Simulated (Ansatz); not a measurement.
A relaxed structure of C. Computed with PBE (plane waves to 420 eV, PAW, scalar-relativistic; Ansatz, a program for electronic structure).

```cif
data_C2
_chemical_formula_sum 'C2'
_space_group_name_H-M_alt 'P 1'
_space_group_IT_number 1
_cell_length_a 2.52552
_cell_length_b 2.52552
_cell_length_c 2.52552
_cell_angle_alpha 60.000
_cell_angle_beta 60.000
_cell_angle_gamma 60.000
loop_
_space_group_symop_operation_xyz
  'x, y, z'
loop_
_atom_site_label
_atom_site_type_symbol
_atom_site_fract_x
_atom_site_fract_y
_atom_site_fract_z
_atom_site_occupancy
C1 C 0.75000 0.75000 0.75000 1
C2 C 0.50000 0.50000 0.50000 1
```

Question: Find the space group and the Wyckoff positions (tolerance 0.01 Å).

Answer: Space group Fd-3m, origin choice 1 (No. 227); a = b = c = 3.5716 Å, α = β = γ = 90.00°

```json
[
 {"atom": "C", "site": "8a", "symmetry": "-43m", "x": "0.0000", "y": "0.0000", "z": "0.0000"}
]
```

This is the diamond type.

Question: Give the shortest distances between elements (the closest pairs, up to four, under 3.6 Å).

Answer: C–C 1.55 Å.

```json
{
 "volume_per_atom": "5.70 Å³",
 "density": "3.50 g/cm³",
 "band_gap": "4.13 eV, indirect (valence top at Γ, conduction bottom at 71 % of the way from Γ to X) (no spin-orbit coupling)",
 "smallest_direct_gap": "5.58 eV at Γ"
}
```

No spin polarisation in the result.

Measured for C: a 3.553 Å (static lattice; corrected from measurement; as listed in Daniel Mejia-Rodriguez, S. B. Trickey, Phys. Rev. B (2018)); gap 5.85 eV (static lattice; corrected from measurement; as listed in Wei Chen et al., Physical Review Materials (2018)). Computed minus measured — a: PBE +0.5 %; gap: PBE -1.72 eV. The computed values are for a static lattice, and a measured gap can be an optical one, lowered by exciton binding.

The run could not lose the symmetry of its start; a randomly shaken copy of 4 atoms returns to this structure.
